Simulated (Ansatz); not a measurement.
System: C2H2Cl, net charge 0, doublet state. SMILES: C=[C]Cl
Geometry from a B3LYP-D3(BJ)/def2-TZVP (Ansatz, a program for electronic structure) optimisation:
```xyz
5

C      0.0924     0.6987    -0.0099
C      1.3520     1.0534    -0.0189
Cl    -0.7322    -0.7609     0.0128
H      2.1572     0.3219    -0.0114
H      1.6238     2.1015    -0.0342
```
Charge 0, spin multiplicity 2.

Quantity: atomisation energy, in kcal/mol. Conventions: UHF or UKS for open shells; 6-311+G** with 5d, 6d on Na to Ar in Ansatz; no spin-orbit coupling; 6-31G* and kin with 6d, 5d where marked; atomisation electronic, to ground-state atoms; non-relativistic; dispersion terms only where a functional's name holds one; LANL2DZ with its own core potentials from Na on. First-principles rows: single points at B3LYP-D3(BJ) geometries (Ansatz).

```
level             program  atomisation energy (kcal/mol)
----------------  -------  -----------------------------
B3LYP/STO-3G       Ansatz                          476.2
B3LYP/3-21G        Ansatz                          401.0
B3LYP/LANL2DZ      Ansatz                          393.2
B3LYP/6-31G        Ansatz                          401.1
B3LYP/6-31G*       Ansatz                          423.1
B3LYP/6-31+G*      Ansatz                          419.3
B3LYP/6-31G**      Ansatz                          425.2
B3LYP/def2-SVP     Ansatz                          428.5
B3LYP/cc-pVDZ      Ansatz                          417.9
B3LYP/6-311+G**    Ansatz                          421.2
B3LYP/def2-TZVPD   Ansatz                          426.8
```

No value to compare with is used here. The 10 habitual levels span 393.2 (B3LYP/LANL2DZ) to 476.2 kcal/mol (B3LYP/STO-3G); B3LYP/def2-TZVPD gives 426.8.

The sets are all those run for this method; runs whose electronic state is in doubt are left out.
